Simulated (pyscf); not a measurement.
A first-order saddle from PySCF, ωB97X-D3(BJ)/def2-SVP:

```xyz
8

N      1.1653    -1.6918     1.5737
Si     0.4006    -0.5443     0.7974
H      0.9520    -2.1484     2.4524
H      1.3188     0.4346    -1.5977
H      0.9655    -0.0063    -0.5844
N     -1.0180     0.3500     1.0980
H     -1.3604     1.0659     0.4668
H     -1.6021     0.2248     1.9177
```
Charge 0, spin multiplicity 2.

Surface: doublet, charge 0. Lowest wavenumbers (cm⁻¹): 1113i, 169, 212, 286, 348.

### Question
Which two sides does it connect, and which bonds change?

### Answer
[HN=Si–NH₂]• + hydrogen (H₂) ⇌ HN=SiH–NH₂ + H atom (H•), a hydrogen abstraction read from left to right: H–H broken and H–Si formed. At ωB97M-D3(BJ)/def2-TZVP it lies +104.2 kJ/mol from the left side and +22.8 kJ/mol from the right (each side as separated species at their lowest minima found). The same reactants have a lower exit, to H₂N–Si:–NH₂ [singlet] + H• (barrier +51.4 kJ/mol at ωB97M-D3(BJ)/def2-TZVP, against +104.2 kJ/mol here). HN=SiH–NH₂ lies 86.7 kJ/mol over its isomer H₂N–Si:–NH₂ [singlet] (electronic energy, ωB97M-D3(BJ)/def2-TZVP). This is the saddle that the search found; another between the same sides may lie lower. The angle at the transferred H is 176°.
